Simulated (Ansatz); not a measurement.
Gas-phase reaction in SMILES: C=C (C2H4) [ethene] → C=C (C2H4) as doublet, charge +1 + e-

Property: adiabatic ionisation energy (0 K, with zero-point energies), in eV. Conventions: 6-311+G** with 5d; spin-orbit terms left out; 6-31G* and kin with 6d, 5d where marked; LANL2DZ all-electron up to Ne; valence correlation only; UHF or UKS for open shells; non-relativistic; no dispersion term unless named. Basis-set limits of correlation are two-point, X^-3; Hartree-Fock from the larger set. [CCSD(T)-MP2]/basis is that difference in the basis named. Ab initio and DFT rows: single points at B3LYP-D3(BJ) geometries (Ansatz, an electronic-structure program), with unscaled harmonic terms from B3LYP/6-31G* at its own minima.

Measured values: CCCBDB table in ASE; they hold spin-orbit and core effects. 

Value to compare with, the measured value: 10.51 eV.

| level | program | adiabatic ionisation energy (0 K, with zero-point energies) (eV) | error |
|---|---|---|---|
| B3LYP/STO-3G | Ansatz | 9.22 | -1.29 |
| B3LYP/3-21G | Ansatz | 10.22 | -0.29 |
| B3LYP/LANL2DZ | Ansatz | 10.18 | -0.33 |
| B3LYP/6-31G | Ansatz | 10.11 | -0.40 |
| B3LYP/6-31G* | Ansatz | 10.07 | -0.44 |
| B3LYP/6-31+G* | Ansatz | 10.21 | -0.30 |
| B3LYP/6-31G** | Ansatz | 10.07 | -0.44 |
| B3LYP/def2-SVP | Ansatz | 10.24 | -0.27 |
| B3LYP/cc-pVDZ | Ansatz | 10.17 | -0.34 |
| B3LYP/6-311+G** | Ansatz | 10.29 | -0.22 |
| B3LYP/def2-TZVPD | Ansatz | 10.29 | -0.22 |
| RI-MP2/CBS(aug-cc-pVTZ,aug-cc-pVQZ)+[CCSD(T)-MP2]/aug-cc-pVTZ | Ansatz | 10.53 | 0.02 |

Among the 10 habitual levels, B3LYP/STO-3G lies farthest from the measured value (-1.29 eV) and B3LYP/6-311+G** nearest (-0.22); 0 of 10 lie above it, and their mean absolute error is 0.43 eV, the median 0.34. One case shows no general order.

The sets are all those run for this method; runs whose electronic state is in doubt are left out.
